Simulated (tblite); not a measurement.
Species: C5H9O (doublet state).
Numbering: `[H]/[C:1]=[C:2](/[CH3:3])[O:4][CH2:5][CH3:6]` (hydrogens: H7 on C1; H8, H9, H10 on C3; H11, H12 on C5; H13, H14, H15 on C6)

Structure optimised with GFN2-xTB, isolated species. This method treats the open shell by occupation alone, without spin polarisation.

(1) Give the optimised bond lengths and angles.

## Answers

(1) 
```json
{"bond": "C1=C2", "length (bohr)": "2.462", "order": "double"}
{"bond": "C2–C3", "length (bohr)": "2.846", "order": "single"}
{"bond": "C2–O4", "length (bohr)": "2.624", "order": "single"}
{"bond": "O4–C5", "length (bohr)": "2.667", "order": "single"}
{"bond": "C5–C6", "length (bohr)": "2.876", "order": "single"}
{"bond": "C1–H7", "length (bohr)": "2.005", "order": "single"}
{"bond": "C3–H8, C3–H9, C3–H10", "length (bohr)": "2.056", "order": "single"}
{"bond": "C5–H11, C5–H12", "length (bohr)": "2.077", "order": "single"}
{"bond": "C6–H13, C6–H14, C6–H15", "length (bohr)": "2.053", "order": "single"}
```

Bonds in one row agree within 0.02 bohr and their mean is given. Orders are formal, as drawn. A selection of angles:
```json
{"angle": "C2–C1–H7", "degrees": "140.7"}
{"angle": "C1–C2–C3", "degrees": "121.1"}
{"angle": "C1–C2–O4", "degrees": "119.9"}
{"angle": "C3–C2–O4", "degrees": "119.0"}
{"angle": "C2–C3–H8", "degrees": "108.9"}
{"angle": "C2–C3–H9", "degrees": "110.9"}
{"angle": "H8–C3–H9", "degrees": "108.8"}
{"angle": "C2–O4–C5", "degrees": "119.7"}
{"angle": "O4–C5–C6", "degrees": "107.1"}
{"angle": "O4–C5–H11", "degrees": "110.8"}
{"angle": "C6–C5–H11", "degrees": "109.8"}
{"angle": "H11–C5–H12", "degrees": "108.5"}
{"angle": "C5–C6–H13", "degrees": "109.9"}
{"angle": "H13–C6–H14", "degrees": "109.4"}
{"angle": "H14–C6–H15", "degrees": "108.5"}
```

Torsions: C1–C2–O4–C5 -174° (antiperiplanar); C2–O4–C5–C6 179° (antiperiplanar). The mirror-image conformer, all signs reversed, is as good.

The C–C distances run from 1.303 Å (C1=C2, drawn double) to 1.522 Å (C5–C6, drawn single), a spread of 0.219 Å. C2 (carbon bonded to 2 C and O) is planar (angles 121.1°, 119.9° and 119.0°, sum 360.0°, 0.00 Å off the plane of its three neighbours). Of the pairs four or more bonds apart, C3···H11 is among the closest relative to their van der Waals radii: 2.74 Å, 94 % of the sum of Bondi's values. The 2 C–O bonds span 1.388 Å (C2–O4, drawn single) to 1.412 Å (O4–C5, drawn single), a spread of 0.024 Å. O4 (oxygen bonded to 2 C) is bent (angle 119.7°).

Point group: near Cs, missed by 0.18 Å at most; the miss may be what the optimiser left on a soft mode. GFN2-xTB frequencies show an imaginary mode (37i cm⁻¹), so the point is no minimum at that level.

On an Arm Neoverse V2 with one thread, shared host with 64 logical CPUs at a one-minute load of 45, this took 0.17 s wall. That covers the optimisation of the geometry.

The numbers are calculated, not measured.
